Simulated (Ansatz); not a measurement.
Relaxed structures of CH₄NS (charge +1), closed shell (PBE0-D4/def2-TZVP; forces vanish, vibrations not checked; lower isomers may exist, and structures with a doubtful reference or unclear bonds are left out; Å). Program: Ansatz 0.2.0. Basis: def2-TZVPP. Cores are frozen in the correlated methods.

(1) Rank them by CCSD(T) energy, lowest first, and give each one's height above the lowest. Links in brackets join atoms within 1.22 times the sum of their covalent radii (1.1 for two metals). (An estimate is asked for; the value comes from the calculation.)
A.
CH₄NS ([NH3][CH][S]), total charge +1
```
7
angstrom
N -0.3644 0.4803 -0.2738
C 0.4136 -0.6786 0.2812
S 1.4700 -0.4792 1.4285
H -1.3744 0.3451 -0.1483
H -0.1926 0.5967 -1.2793
H -0.0825 1.3388 0.2117
H 0.1303 -1.6032 -0.2199
```
B.
CH₄NS ([NH2][CH][SH]), total charge +1
```
7
angstrom
N -0.4019 0.4070 0.0148
C 0.4547 -0.4475 0.4756
S 1.7273 -0.0345 1.4995
H -1.1486 0.1059 -0.5980
H 2.2054 -1.2883 1.5997
H -0.3660 1.3943 0.2405
H 0.3278 -1.4831 0.1728
```
C.
CH₄NS ([CH3][NH][S]), total charge +1
```
7
angstrom
N 0.4153 -0.5973 0.3010
C -0.3479 0.5039 -0.2514
S 1.4791 -0.5383 1.4252
H -1.4118 0.2775 -0.1182
H -0.1482 0.5465 -1.3280
H -0.0703 1.4302 0.2446
H 0.2100 -1.5119 -0.1168
```

T1 diagnostic: at most 0.017. The restricted Hartree–Fock reference is unstable towards an unrestricted one at one or more of these structures.

Results:

(1) The calculation gives: B (0.000 eV), A (0.746 eV), C (1.799 eV). Heights count from the lowest.

For scale, one of the runs: CCSD(T)/def2-TZVPP, 160 basis functions, launched by `ansatz run in.yaml --threads 2 --pin off --events-out ev --progress --plain --max-ram 4352MiB`. Time: 24 s of wall clock on 2 CPU threads of an Arm Neoverse V1; the host was shared. Peak host memory: 1.2 GiB.
